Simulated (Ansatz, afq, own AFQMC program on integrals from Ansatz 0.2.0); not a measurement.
Integrals from Ansatz 0.2.0, then the random walk in our own AFQMC program (afq).

```yaml
crystal:
  periodic: [false, false, false]
  atoms:
    - {symbol: Ge, position_ang: [0.000000, -0.020787, 0.000000]}
    - {symbol: H, position_ang: [0.000000, 0.749032, -1.334401]}
    - {symbol: H, position_ang: [0.000000, 0.749032, 1.334401]}
basis:
  gaussian: {orbitals: aug-cc-pVDZ}
magnetization: {spin_polarized: false, initial_magnetization: 2}
correlation: {method: ccsd_t, electrons: outside_noble_gas, hamiltonian_folder: ham}
```

```sh
$ ansatz run in.yaml --threads 1 --pin off --events-out ev --progress --plain --max-ram 16896MiB --backend cuda --devices 0, --max-vram 18GiB
```

afq runs on the folder ham with

```
--method free --trial cisd --walkers 4000 --time-step 0.03 --max-blocks 4000 --target-error 0.0003 --factor-cut 1e-05 --seed 319 --times 0,0.3,0.6,1.2,1.8,2.4,3.6,4.8,6 --taylor-order 8
```

Times are imaginary, in 1/Eh. The walk had a cap of 61 s. Filled inner d shells are frozen with the cores.

afq prints:

```
orbitals 40  electrons 4 2  factors 316 of 576
reference energy -2076.42784863 Eh
CCSD correlation -0.09619601 Eh in 9 cycles, weight of the determinant in the CISD state 0.9326
repeat  energy at the last time / Eh  error
    10  -2076.526843  0.000049
    20  -2076.526847  0.000029
    30  -2076.526850  0.000025
time / (1/Eh)  energy / Eh  error  mean overlap
  0.00  -2076.524041  0.000004  1.0722
  0.30  -2076.525310  0.000007  1.0723
  0.60  -2076.525961  0.000012  1.0711
  1.20  -2076.526494  0.000010  1.0707
  1.80  -2076.526701  0.000014  1.0693
  2.40  -2076.526768  0.000013  1.0702
  3.60  -2076.526815  0.000023  1.0734
  4.80  -2076.526812  0.000037  1.0752
  6.00  -2076.526855  0.000025  1.0791
energy -2076.526855 +/- 0.000025 Eh
```

The run passed its tests (error under three times the target), which doesn't prove that it has relaxed.

Against this walk (error 0.7 meV) on the same determinant: CCSD(T) 18.6 meV higher, CCSDT(Q) 0.0 meV lower (within the noise), full CI for this spin (own frozen core, lowest symmetry allowed) 0.3 meV higher (within the noise). The error is statistical, and a free projection of finite length keeps a remainder of its start.

Cautions: remainder of the start not in the error; no relativity below Rb; no spin-orbit coupling; inner d shell frozen; lower spins were not checked.

The walk took 34 s on 1 × NVIDIA H100 80GB HBM3 with 2 threads of AMD EPYC 7R13 Processor (Zen 3), with other jobs on the host (the card was shared). The log's last line is the free-projection energy.

CCSDT and higher add their correlation energy to the determinant of the CCSD(T) run, since their own runs factorise the integrals more tightly (a shift of under 2 meV). A walk keeps the symmetry of its determinant, which the program's search chose and which needn't be the lowest solution, so a lower state of the same spin and another symmetry isn't excluded.
